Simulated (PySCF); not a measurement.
BeH, SMILES [BeH], multiplicity 2. Atoms are numbered in the order given.

```xyz
2

Be     0.0000     0.0000    -0.2707
H      0.0000     0.0000     1.0828
```
Charge 0, spin multiplicity 2.

Geometry optimised at PBE0-D3(BJ)/def2-TZVPD. The multiplicity is an assumed one; other spin states were not compared.

Level of theory: PBE/def2-TZVPD run with PySCF.

Mulliken values depend strongly on the basis, most of all with diffuse functions as here. ESP charges are fitted to the potential on shells at 1.4 to 2.0 van der Waals radii. Atomic charges (e):

```
atom  Mulliken  ESP fit  meta-Löwdin  Mulliken spin
----  --------  -------  -----------  -------------
Be1      -0.19        …         0.57           0.92
H2        0.19        …        -0.57           0.08
```

### Question
Fill in the missing entries. (An estimate is asked for; the answer gives what the named calculation found.)

### Answer

- Be1, ESP fit: 0.10
- H2, ESP fit: -0.10
